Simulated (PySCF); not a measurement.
**Which basis set comes closest?**

Molecule: SMILES [SiH3][SiH3], H₆Si₂.

Cartesian coordinates in Å; atom numbers follow the order of the lines, from 1:
```xyz
8

Si   -1.146    0.107   -0.048
Si    1.186   -0.119    0.014
H    -1.724   -0.834   -1.056
H    -1.528    1.504   -0.421
H    -1.728   -0.209    1.294
H     1.551   -1.522    0.384
H     1.772    0.813    1.025
H     1.774    0.193   -1.325
```

Geometry PBE0-D3(BJ)/def2-SVP throughout; GIAO in PySCF, gas phase, one conformer, non-relativistic; equivalent atoms averaged; functional PBE0.

Reference values (measured; C. Corminboeuf, T. Heine, J. Weber, Chem. Phys. Lett. 357 (2002) 1): δ(Si1/Si2) = -103.1 ppm vs TMS. Computed shifts are taken against TMS, calculated as an isolated molecule at each level.

Q: How do the basis sets STO-3G, 6-31G, pcSseg-0, 6-31G*, def2-SVP, cc-pVDZ, pcSseg-1, 6-311+G(2d,p), aug-cc-pVDZ, def2-TZVP, IGLO-III, cc-pVTZ, pcSseg-2 perform against the reference? Times are CPU seconds on shared hosts with different chips, so compare them loosely.

A: 
| basis set | functions | Si1/Si2 | abs. error Si | core-s |
| --- | --- | --- | --- | --- |
| STO-3G | 24 | -84.4 | 18.7 | 1 |
| 6-31G | 38 | -83.6 | 19.5 | 1.7 |
| pcSseg-0 | 38 | -167.1 | 64.0 | 2.5 |
| 6-31G* | 48 | -71.9 | 31.2 | 2 |
| def2-SVP | 66 | -102.1 | 1.0 | 2.2 |
| cc-pVDZ | 66 | -91.1 | 12.0 | 4.5 |
| pcSseg-1 | 78 | -107.7 | 4.6 | 5 |
| 6-311+G(2d,p) | 106 | -108.1 | 5.0 | 4 |
| aug-cc-pVDZ | 108 | -101.7 | 1.4 | 7.9 |
| def2-TZVP | 110 | -111.2 | 8.1 | 4.3 |
| IGLO-III | 148 | -109.2 | 6.1 | 11 |
| cc-pVTZ | 152 | -106.6 | 3.5 | 12 |
| pcSseg-2 | 170 | -110.8 | 7.7 | 11 |

For $^{29}$Si the closest is def2-SVP (1.0 ppm) and the furthest pcSseg-0 (64.0 ppm). Where a smaller basis beats a larger one, errors probably cancel; the largest sets show where the functional converges. One molecule is a small sample, and vibrational and solvent effects are absent from the calculation.

A small basis that lands close on one nucleus may do so by chance; judge by the trend and by all nuclei.
